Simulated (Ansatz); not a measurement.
We consider 1T (CdI2-type) CdI2, described by PBE in Ansatz (PAW).

Settings: plane-wave cutoff 520 eV, 12×12×6 k mesh (along the axes of the cell as run), perturbation theory, scalar-relativistic PAW data made under PBE.

Computed at the level's own relaxed cell.

Harmonic phonon frequencies (cm⁻¹; i marks an imaginary mode; at Γ without the LO shift):

| q point | frequencies |
|---|---|
| Γ | 0 0 0 46 46 74 74 98 130 |
| M | 35 41 45 63 68 85 97 98 124 |
| K | 35 52 52 73 73 86 92 107 107 |

No imaginary mode appears at these points.

Note: the cell comes from a level without a dispersion term, which matters for the spacing of layers, chains or molecules; the cell has widely spaced layers and the level no dispersion term, so their spacing and the moduli can rest on weak binding.

Ansatz is a quantum-chemistry and plane-wave program.
